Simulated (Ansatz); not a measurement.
SiH4, singlet: the ladder up to RCCSDT(Q)

Geometry: MP2(full)/6-31G*, from the G2/97 set.

| atom | x (Å) | y (Å) | z (Å) |
| --- | --- | --- | --- |
| Si | 0.0000 | 0.0000 | 0.0000 |
| H | 0.8561 | 0.8561 | 0.8561 |
| H | -0.8561 | -0.8561 | 0.8561 |
| H | -0.8561 | 0.8561 | -0.8561 |
| H | 0.8561 | -0.8561 | -0.8561 |

Basis cc-pV(Q+d)Z; Ansatz 0.2.0. Correlated methods freeze the noble-gas cores, which leaves 8 electrons in 179 orbitals. R marks a restricted (for open shells ROHF) determinant. Active spaces: valence = (8e, 8o) chosen from the atoms' valence shells.

Full CI isn't at hand for all of this; RCCSDT(Q) serves as the reference, and is uncertain by about the last step of the cluster series.

The UHF ⟨S²⟩ is 0.000 and the T1 diagnostic (RCCSD) is 0.0112. The largest doubles amplitude (RCCSD) is 0.021.

| level | E − E(RHF) (eV) |
| --- | --- |
| RMP2 | -4.1585 |
| RCCSD | -4.9099 |
| RCCSD(T) | -5.0260 |

(1) Estimate how far RCCSDT(Q) in cc-pV(Q+d)Z lies from RCCSD(T). The table doesn't fix it; the size of (T) and the diagnostics are the guide.

(1) RCCSDT(Q) in cc-pV(Q+d)Z lies 2.2 kJ/mol below RCCSD(T), which is 20 % of the (T) step (-11.2 kJ/mol). The diagnostics are small and one determinant leads, so the series closes fast and only a small part of (T) is left.

The other levels:

```tsv
level	E − E(RCCSDT(Q)) (kJ/mol)	share of correlation (%)	wall time
BCCD(T)	2.2	99.55	9 s (H100)
RCCSDT	0.3	99.94	–
CASSCF (valence space)	340.3	30.14	–
NEVPT2 (valence space)	101.8	79.11	17 s (H100)
```

The correlation energy at RCCSDT(Q), counted from RHF, is -5.049 eV. That run took 27 s on 2 threads of AMD EPYC 7R13 with a shared H100 80 GB, shared host.

Times hold each run's SCF and search for its determinant on a shared host, so for small cases they say little of a method's own cost.

Natural occupations of CASSCF (valence space) about the gap: 1.987 1.979 1.979 1.979 0.028 0.017 0.017 0.017; effectively unpaired electrons, Σ n²(2−n)², 0.01.

Atomization energy (electronic, same basis, no zero-point term; atoms at the same level, unrestricted beside the R rows where the molecule is a closed shell, with restricted open-shell steps beyond CCSDT(Q)) at RCCSDT(Q): 1351.3 kJ/mol. Errors of other levels:

```csv
level,error (kJ/mol)
RHF,-276.7
RMP2,-32.6
RCCSD,-3.9
RCCSD(T),-0.1
BCCD(T),0.0
RCCSDT,-0.1
CASSCF (valence space),-153.5
NEVPT2 (valence space),-60.5
```

This basis is far from its limit, so the value isn't to be set against a measured one.
